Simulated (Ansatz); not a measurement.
A made-up structure of CH₃AlCl, doublet:

| atom | x (Å) | y (Å) | z (Å) |
| --- | --- | --- | --- |
| Al1 | -0.7631 | -0.4302 | -0.8818 |
| C2 | 0.2954 | -0.0301 | 0.2663 |
| Cl3 | 0.8372 | -1.4687 | 0.2372 |
| H4 | -1.2733 | 0.8344 | -0.8832 |
| H5 | 1.0793 | 0.7976 | -0.0354 |
| H6 | -0.1756 | 0.2970 | 1.2969 |

It is relaxed with PBE-D4/def2-SVP and then PBE0-D4/def2-TZVP (Ansatz 0.2.0). Atoms count as bonded within 1.22 times the sum of their covalent radii (H–H: 0.88 Å). The end point is not checked to be a true minimum.

**Question.** Does its bonding change? (Judge from chemistry; the calculation decides.)

**Answer.** By the calculation: Yes. Formed: none; broken: Al1–Cl3.

Where it ends: The first stage lowers the energy by 4.93 eV in 8 steps. It ends as CH₃AlCl ([AlH][CH2][Cl]):
| atom | x (Å) | y (Å) | z (Å) |
| --- | --- | --- | --- |
| Al1 | -1.0118 | -0.2185 | -1.0370 |
| C2 | 0.4085 | -0.1072 | 0.3437 |
| Cl3 | 1.2764 | -1.6547 | 0.5807 |
| H4 | -1.8214 | 1.1497 | -1.2796 |
| H5 | 1.1554 | 0.6469 | 0.0795 |
| H6 | -0.0071 | 0.1838 | 1.3127 |

Labels in which every atom is bracketed show which atoms are joined, not bond orders.

For scale, one of the runs: PBE0-D4/def2-TZVP relaxation, 123 basis functions, launched by `ansatz run in.yaml --threads 2 --pin off --events-out ev --progress --plain --max-ram 4352MiB`. The run took about 18 s on 2 CPU threads of an Arm Neoverse V2 (shared host).
